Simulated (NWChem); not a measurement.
# chlorine (Cl2); SMILES ClCl

```xyz
2

Cl     0.0000     0.0000     1.0215
Cl     0.0000     0.0000    -1.0215
```
Atoms are numbered in this order, from 1.

Computed with NWChem. Pople sets run with spherical d functions. STO-3G and 3-21G are far too small for this property and stand as cheap habits. The geometry was optimised at B3LYP/6-31G* (spherical d). GIAO values for the isolated, static molecule; σ is the absolute isotropic shielding.

```csv
level,σ Cl1 (ppm)
"LDA (Slater exchange, VWN5)/pcSseg-1",424.0
B3LYP/6-31G*,493.9
B3LYP/IGLO-III,466.4
KT2/pcSseg-1,?
Hartree-Fock/STO-3G,835.2
```

Q: Complete the blanks.

A: 
- KT2/pcSseg-1, σ Cl1 (ppm): 478.8
